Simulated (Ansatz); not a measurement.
Energy needed to pull apart CH5BN (SMILES C[B]N), doublet, into free ground-state atoms, from the structure below (displaced at random from its PBE0-D4/def2-TZVP minimum); no zero-point or spin–orbit terms; open-shell atoms are treated unrestricted, in their ground-state multiplicity.

```
atom    x (Å)    y (Å)    z (Å)
  C1  -0.6833   0.7920  -0.5099
  B2   0.0074  -0.5943  -0.4317
  N3   0.8680  -1.1096   0.5394
  H4  -1.7191   0.6796  -0.5880
  H5  -0.3371   1.3197  -1.3796
  H6  -0.4212   1.4128   0.3726
  H7   1.1228  -0.5871   1.3515
  H8   1.2783  -1.9940   0.5232
```

Program: Ansatz 0.2.0. Basis: def2-TZVPP. Cores are frozen in the correlated methods; orbitals are unrestricted.

| method | atomization energy (eV) |
| --- | --- |
| PBE-D4 | 30.91 |
| r2SCAN-D4 | ? |
| PBE0-D4 | 30.44 |
| wB97M-V | 30.27 |
| HF | 22.46 |
| MP2 | 29.64 |
| CCSD | ? |
| CCSD(T) | 29.26 |

(1) What does CCSD give? (Judge from chemistry; the value comes from the calculation.)

(2) What does r2SCAN-D4 give? (Judge from chemistry; the value comes from the calculation.)

No T1 diagnostic of these runs exceeds 0.013. ⟨S²⟩ of the unrestricted Hartree–Fock references: 0.76 (a pure state has 0.75).

Results:

(1) The calculation gives: 28.90 eV, which is about 0.36 eV less than CCSD(T)/def2-TZVPP.

(2) By the calculation: 30.41 eV, which is about 1.15 eV more than CCSD(T)/def2-TZVPP.

In triple zeta the MP2 and coupled-cluster atomization energies are still short of their basis limit by a few kcal/mol a bond, whereas those of the functionals are nearly converged, so these differences are not deviations from converged CCSD(T).

For scale, one of the runs: CCSD(T)/def2-TZVPP forces, 163 basis functions (an equivalent command: `ansatz run in.yaml --threads 4`). Hardware: 4 CPU threads, shared host. Wall time 2.3 min; peak host memory 6 GiB.
